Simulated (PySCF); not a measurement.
Geometry:
| atom | x (Å) | y (Å) | z (Å) |
| --- | --- | --- | --- |
| C1 | 1.451 | 0.027 | 0.179 |
| C2 | 0.152 | 0.004 | 0.015 |
| C3 | -1.155 | 0.631 | -0.021 |
| C4 | -1.101 | -0.668 | -0.270 |
| H5 | 2.045 | -0.865 | 0.077 |
| H6 | 1.971 | 0.937 | 0.421 |
| H7 | -1.741 | 1.512 | 0.082 |
| H8 | -1.613 | -1.569 | -0.508 |

[PySCF 2.14.0 with density-fitted response routines: shielding tensors at PBE0/pcSseg-1 (GIAO); J: B3LYP/pcJ-1; structure optimised with GFN2-xTB; one computed conformer; isolated molecule; one averaged value for each set of equivalent atoms; relativity neglected]

Q: List the cross peaks expected in HSQC, COSY and HMBC spectra.

A: 

HSQC (one-bond C–H):
```
          δH             δC  ¹J(C,H) (Hz)
8.23 (H7/H8)  144.0 (C3/C4)           236
4.05 (H5/H6)      65.3 (C1)           170
```

COSY cross peaks (|J| ≥ 2 Hz):
```
          δH            δH  abs. J (Hz)  bonds
8.23 (H7/H8)  4.05 (H5/H6)          3.0      4
```

HMBC (two and three bonds, |J| ≥ 2.5 Hz):
```
          δH     δC [abs. J in Hz]
8.23 (H7/H8)      122.5 (C2) [2.9]
4.05 (H5/H6)  144.0 (C3/C4) [13.7]
```

δ = σ(ref) − σ, references computed at the same level: ¹H (σ = 31.72 ppm) and ¹³C (σ = 186.93 ppm) against TMS.

Shifts are as computed. Against solution values, carbons near 30 ppm lie about +3 ppm off and those near 130 ppm about +5 ppm. Of 1211 compounds with measured shifts, 218 miss one by over three times the rms of a fit or turn the order of signals round; such compounds aren't used in these exercises.
